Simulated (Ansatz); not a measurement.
A made-up structure of SiH₃S (charge +1), closed shell:

```xyz
5
angstrom
Si 0.6122 1.2470 -0.5767
S -0.3783 -0.4580 -0.1080
H -0.2176 -1.0499 1.1059
H -1.2001 -0.9665 -1.0648
H 1.2681 1.3207 0.6806
```

It is relaxed with PBE-D4/def2-SVP and then PBE0-D4/def2-TZVP (Ansatz 0.2.0). Atoms count as bonded within 1.22 times the sum of their covalent radii (H–H: 0.88 Å). The end point is not checked to be a true minimum.

Question: Does its bonding change? (A judgement: the text doesn't fix the answer.)

Answer: By the calculation: No: no bond forms or breaks.

Where it ends: The first stage lowers the energy by 0.73 eV in 6 steps. It ends as SiH₃S ([SiH][SH2]), total charge +1:
```xyz
5
angstrom
Si 0.5051 1.4440 -0.5705
S -0.0241 -0.8217 -0.2715
H -0.4515 -0.8682 1.0082
H -1.2462 -0.9126 -0.8365
H 1.3010 1.2519 0.7073
```

Labels in which every atom is bracketed show which atoms are joined, not bond orders.

For scale, one of the runs: PBE0-D4/def2-TZVP relaxation, 92 basis functions, launched by `ansatz run in.yaml --threads 2 --pin off --events-out ev --progress --plain --max-ram 4352MiB`. The run took about 16 s on 2 CPU threads of an Arm Neoverse V2 (shared host).
